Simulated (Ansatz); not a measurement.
# SiNH₄ (quartet): from Hartree-Fock to the top rungs at distance Si1–H5 along a hydrogen transfer = 1.381 Å, cc-pVDZ

How much of the correlation energy of SiNH₄ (quartet) does each wave-function method recover here?

Method: cc-pVDZ, correlated electrons: outside noble gas; program: Ansatz 0.2.0, Gaussian basis.

The runs, in order: UHF; CCSD(T) on ROHF; CCSD(T) on UHF; BCCD(T) on ROHF; CISD; CCSDT(Q) on ROHF; CCSDT(Q) on UHF; CASSCF and MRCISD+Q, 5 electrons in 5 orbitals; CASSCF and NEVPT2, 5 electrons in 5 orbitals.

## 1. The system

The geometry derives from fragments relaxed apart (PBE0/def2-TZVP) and kept rigid, so it is no stationary point. A hydrogen atom is moved between rigid fragments.

6 atoms, charge 0, spin multiplicity 4.

Atoms are counted from 1 here; the program's logs count them from 0.

Bond lengths: Si1–H2 1.485 Å, Si1–H3 1.485 Å, Si1–H4 1.485 Å, Si1–H5 1.381 Å. Angles: H2–Si1–H3 109.5°, H2–Si1–H4 109.5°, H2–Si1–H5 109.5°, H3–Si1–H4 109.5°, H3–Si1–H5 109.5°, H4–Si1–H5 109.5°.

In the tables R marks a restricted open-shell determinant and U an unrestricted one; 'pair' is the active space of 5 electrons in 5 orbitals; correlation energies count from the lowest restricted Hartree-Fock solution.

## 2. UHF

in.yaml reads:

```yaml
crystal:
  periodic: [false, false, false]
  atoms:
    - {symbol: Si, position_ang: [-0.971622, 0.000000, 0.000000]}
    - {symbol: H, position_ang: [-1.466494, 1.399708, 0.000000]}
    - {symbol: H, position_ang: [-1.466493, -0.699854, 1.212183]}
    - {symbol: H, position_ang: [-1.466494, -0.699854, -1.212183]}
    - {symbol: H, position_ang: [0.409378, 0.000000, 0.000000]}
    - {symbol: N, position_ang: [2.235378, 0.000000, 0.000000]}
basis:
  gaussian: {orbitals: cc-pVDZ}
magnetization: {spin_polarized: true, initial_magnetization: 3}
hamiltonian: {xc: hf}
output: {orbitals: {seedname: orbitals}}
```

On the command line:

```sh
$ ansatz run in.yaml --threads 1 --pin off --events-out ev --progress --plain --max-ram 2393MiB
```

After this run come: CCSD(T) on ROHF; CCSD(T) on UHF; BCCD(T) on ROHF; CISD; CCSDT(Q) on ROHF; CCSDT(Q) on UHF; CASSCF and MRCISD+Q, 5 electrons in 5 orbitals; CASSCF and NEVPT2, 5 electrons in 5 orbitals.

Before running them: what should the planned runs give, taken together? Wanted: correlation energy, UCCSDT(Q); RMP2 from UCCSDT(Q); UMP2 from UCCSDT(Q); RCCSD from UCCSDT(Q); RCCSD(T) from UCCSDT(Q); UCCSD(T) from UCCSDT(Q); RCCSDT(Q) from UCCSDT(Q); NEVPT2 pair from UCCSDT(Q); MRCISD+Q pair from UCCSDT(Q).

The runs gave:

| quantity | value |
| --- | --- |
| correlation energy, UCCSDT(Q) | -6.7003 eV |
| RMP2 from UCCSDT(Q) | +32.57 kcal/mol |
| UMP2 from UCCSDT(Q) | +32.21 kcal/mol |
| RCCSD from UCCSDT(Q) | +2.79 kcal/mol |
| RCCSD(T) from UCCSDT(Q) | +0.60 kcal/mol |
| UCCSD(T) from UCCSDT(Q) | +0.56 kcal/mol |
| RCCSDT(Q) from UCCSDT(Q) | +0.05 kcal/mol |
| NEVPT2 pair from UCCSDT(Q) | +32.59 kcal/mol |
| MRCISD+Q pair from UCCSDT(Q) | +0.09 kcal/mol |
| levels of the table within 1 kcal/mol (43 meV) | RCCSD(T), UCCSD(T), BCCD(T), RCCSDT, UCCSDT, RCCSDT(Q), MRCISD+Q pair |
| T1 diagnostic | 0.013 |

In words: RCCSD(T) misses by +0.60 kcal/mol, 0.4 % of the correlation energy. Of the multireference levels listed MRCISD+Q pair comes nearest in total energy (+0.09 kcal/mol), which doesn't show that its space is the better one. These misses are within one basis, not against nature; the frozen cores of restricted and unrestricted runs differ, which can shift their rows.
